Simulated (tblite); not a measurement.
Species: C₅H₁₀N (doublet state).
SMILES with atom numbers: `[H]/[C:1]=[CH:2]\[CH2:3][CH2:4][CH2:5][NH2:6]` (hydrogens: H7 on C1; H8 on C2; H9, H10 on C3; H11, H12 on C4; H13, H14 on C5; H15, H16 on N6)

A start from a force field or distance geometry was refined with GFN2-xTB geometry optimisation, gas phase in tblite. Values at the start:

```csv
coordinate,start
C1=C2,1.352 Å
C1–H7,1.102 Å
C2–C3,1.485 Å
C2–H8,1.087 Å
C3–C4,1.511 Å
C3–H9,1.107 Å
C4–C5,1.544 Å
C4–H11,1.111 Å
C5–N6,1.446 Å
C5–H13,1.117 Å
C5–H14,1.094 Å
N6–H15,1.056 Å
C1–C2–C3,121.9°
C2–C3–C4,113.9°
C3–C4–C5,103.3°
C4–C5–N6,107.5°
C1–C2–C3–C4,-140°
C2–C3–C4–C5,180°
C3–C4–C5–N6,61°
```

Q: How do these coordinates change at the GFN2-xTB level?

A: 
| coordinate | GFN2-xTB (Å or °) | change |
| --- | --- | --- |
| C1=C2 | 1.290 | -0.062 |
| N6–H15 | 1.015 | -0.041 |
| C1–H7 | 1.065 | -0.037 |
| C2–C3 | 1.522 | +0.037 |
| C5–H13 | 1.094 | -0.023 |
| C4–H11 | 1.092 | -0.019 |
| C3–H9 | 1.091 | -0.016 |
| C3–C4 | 1.526 | +0.015 |
| C4–C5 | 1.529 | -0.015 |
| C5–H14 | 1.105 | +0.011 |
| C5–N6 | 1.454 | +0.008 |
| C2–H8 | 1.085 | -0.002 |
| C3–C4–C5 | 111.3 | +8.0 |
| C1–C2–C3 | 126.2 | +4.3 |
| C2–C3–C4 | 111.0 | -2.9 |
| C4–C5–N6 | 110.0 | +2.5 |
| C1–C2–C3–C4 | -121 | +19 |
| C2–C3–C4–C5 | -175 | +5 |
| C3–C4–C5–N6 | 62 | +1 |

The energy falls by 0.568 eV over 84 L-BFGS steps, the largest force on an atom goes from 3.57 to 0.009 eV/Å, and the atoms move by 0.326 Å rms after alignment. The bond that changes most is C1=C2 (ends: carbon bonded to C and H; carbon bonded to 2 C and H), which shortens by 0.062 Å. Bonds longer at the end by more than 0.005 Å: 4 of 15; shorter: 10. Among the dihedrals that turn most is H8–C2–C3–H10, from 157° to -179°. Rotational constants go from 9966, 1626, 1549 to 11343, 1508, 1452 MHz.

Time: 0.31 s. Hardware: Arm Neoverse V2, one thread, on a shared host.

Its GFN2-xTB frequencies are all real (lowest 66 cm⁻¹).

One conformer stands for the species.

All values are computed, not measured.
